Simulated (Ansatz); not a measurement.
We consider body-centred tetragonal In, described by BLYP in Ansatz (PAW).

Run with plane-wave cutoff 520 eV, 24×24×24 k mesh, Fermi–Dirac smearing 0.05 eV, scalar-relativistic PAW data made under PBE.

Starting structure:

```
In
1.0
   -1.62500     1.62500     2.47500
    1.62500    -1.62500     2.47500
    1.62500     1.62500    -2.47500
In
1
Direct
  0.00000   0.00000   0.00000
```

Problem. Into what structure does the relaxation of cell and atoms lead at this level, with the symmetry of the start kept?

Solution. The volume goes up by 19 %; final space group I4/mmm.
```
In
1.0
   -1.73139     1.73139     2.58587
    1.73139    -1.73139     2.58587
    1.73139     1.73139    -2.58587
In
1
Direct
  0.00000   0.00000   0.00000
```

Ansatz is an electronic-structure program.
